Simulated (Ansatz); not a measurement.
**Tl2Mo3SeO12 (P31c, No. 159; cell taken from a computed entry)**

Calculation: PBEsol (Ansatz, a first-principles code, PAW).

Numerical settings: plane-wave cutoff 520 eV, 6×6×4 k mesh (along the axes of the cell as run), Fermi–Dirac smearing 0.01 eV, no spin polarisation, scalar-relativistic PAW data made under PBE.

Cell (relaxed with PBEsol):

Mo$_{3}$Tl$_{2}$O$_{12}$Se is modelled in the trigonal space group P31c (No. 159), Pearson symbol hP36. Cell: a = b = 7.2696 Å, c = 11.9153 Å, α = β = 90.00°, γ = 120.00°. Tl1 on 2b has 3 O at 2.846 Å (no clear gap to further neighbours). Tl2 on 2b is surrounded by 3 O at 2.712 Å (trigonal pyramidal). Mo on 6c sees 3 O at 1.722–1.816 Å and 3 O at 2.069–2.149 Å. Se on 2a has 3 O at 1.727 Å (trigonal pyramidal). O1 on 6c has 1 Mo at 1.722 Å and 1 Tl at 2.712 Å (bent). O2 on 6c sees 1 Se at 1.727 Å and 1 Mo at 2.149 Å and 1 Tl at 2.846 Å. O3 on 6c is surrounded by 1 Mo at 1.816 Å and 1 Mo at 2.092 Å (bent). O4 on 6c is surrounded by 1 Mo at 1.788 Å and 1 Mo at 2.069 Å (bent). (Neighbours: up to the widest gap in distance over summed covalent radii, below 1.35, at either atom; cation-cation and far metal-metal contacts left out.)

```yaml
band_gap: 2.47 eV
smallest_direct_gap_on_the_k_points_sampled: 2.52 eV
```

Spin–orbit coupling is not included; with these elements it can move the gap by several tenths of an eV or more.

Computed values are for the static lattice.

It cost very roughly 8 core-minutes of CPU time.
